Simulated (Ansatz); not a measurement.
A trace of molecular dynamics of CH3NO + O2S (9 atoms, charge 0, multiplicity 1).

Method: RKS PBE0-D4/STO-3G (Ansatz).

- ensemble: NVE (velocity Verlet)
- starting velocities drawn for: 300 K
- seed: 762850

| time (fs) | T (K) | potential energy less start (eV) | conserved less start (meV/atom) |
| --- | --- | --- | --- |
| 0 | 300 | 0.000 | 0.00 |
| 8 | 117151 | 14.159 | 13320.97 |
| 16 | 45575846 | 194.098 | 4603529.33 |
| 24 | 182055088 | 33.827 | 18306737.69 |
| 32 | 182055020 | 34.404 | 18306795.02 |
| 40 | 182064268 | 42.810 | 18308658.77 |
| 48 | 182113888 | 46.795 | 18314090.04 |
| 56 | 182112593 | 48.132 | 18314108.44 |
| 64 | 182114904 | 45.690 | 18314069.31 |
| 72 | 182113073 | 47.548 | 18314091.80 |
| 80 | 182112797 | 47.783 | 18314090.14 |
| 88 | 182114390 | 45.828 | 18314033.06 |
| 96 | 182111345 | 48.982 | 18314077.47 |
| 104 | 182111263 | 49.048 | 18314076.53 |
| 112 | 182113785 | 46.444 | 18314040.63 |
| 120 | 182113067 | 47.661 | 18314103.72 |
| 128 | 182113017 | 47.735 | 18314106.93 |
| 136 | 182114707 | 46.037 | 18314088.15 |
| 144 | 182112397 | 48.484 | 18314127.89 |
| 152 | 182113078 | 47.658 | 18314104.44 |
| 160 | 182114051 | 46.822 | 18314109.48 |

**Question.** Is this trajectory sound?

**Answer.** The conserved energy changed by up to 1.8e+07 meV per atom, so the integration failed: the time step of 4 fs is too long for the fastest motions that this run met, and the later frames carry no physical meaning.

The run took 6.3 min on 1 thread of Arm Neoverse N1 (shared host), peak memory 0.12 GiB.
